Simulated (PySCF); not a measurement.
(CH₃)₃SiH, optimised at HF/6-31G*:

```xyz
14

C      0.1456     1.7300    -0.4555
Si    -0.0884     0.0938     0.4647
C     -1.5883    -0.8360    -0.2167
C      1.4682    -0.9715     0.3195
H     -0.7330     2.3636    -0.3660
H      0.3243     1.5655    -1.5156
H      0.9925     2.2871    -0.0632
H     -0.3270     0.3885     1.8991
H     -1.7494    -1.7706     0.3144
H     -1.4603    -1.0755    -1.2698
H     -2.4960    -0.2455    -0.1232
H      1.6855    -1.2149    -0.7179
H      2.3372    -0.4598     0.7248
H      1.3584    -1.9084     0.8596
```

Computed with PySCF (xtb for GFN2) and rigid-rotor harmonic-oscillator thermochemistry at 1 bar. 6-31G* has spherical d functions here. All species are closed-shell singlets. B3LYP is the form with VWN-RPA correlation.

Problem. List the harmonic frequencies (cm⁻¹, unscaled) at this level and at the other levels, each on its own geometry.

Solution. 
- HF/6-31G*: 149, 165, 165, 213, 213, 256, 641, 677, 677, 741, 741, 754, 933, 933, 963, 1005, 1005, 1451, 1451, 1459, 1600, 1603, 1603, 1612, 1612, 1618, 2324, 3183, 3183, 3185, 3248, 3248, 3251, 3253, 3254, 3254
- B3LYP/6-31G*: 144, 158, 158, 200, 200, 237, 607, 629, 629, 700, 702, 702, 871, 871, 899, 934, 934, 1327, 1327, 1338, 1489, 1492, 1492, 1502, 1502, 1509, 2201, 3041, 3041, 3042, 3112, 3112, 3114, 3116, 3117, 3117
- GFN2-xTB: 103, 120, 120, 177, 177, 217, 620, 620, 654, 746, 746, 780, 804, 804, 856, 866, 866, 1375, 1375, 1379, 1486, 1491, 1491, 1492, 1492, 1499, 2156, 3031, 3031, 3037, 3039, 3041, 3041, 3043, 3047, 3047
- PBE/def2-SVP: 150, 163, 163, 196, 196, 230, 594, 594, 600, 653, 687, 687, 820, 820, 840, 880, 880, 1213, 1213, 1223, 1376, 1380, 1380, 1390, 1390, 1398, 2126, 2971, 2971, 2972, 3067, 3067, 3068, 3072, 3072, 3072
- PBE0/def2-TZVP: 148, 164, 164, 202, 202, 240, 613, 613, 624, 675, 715, 715, 847, 847, 868, 912, 912, 1273, 1273, 1282, 1442, 1446, 1446, 1456, 1456, 1464, 2179, 3045, 3045, 3046, 3126, 3126, 3128, 3131, 3132, 3132
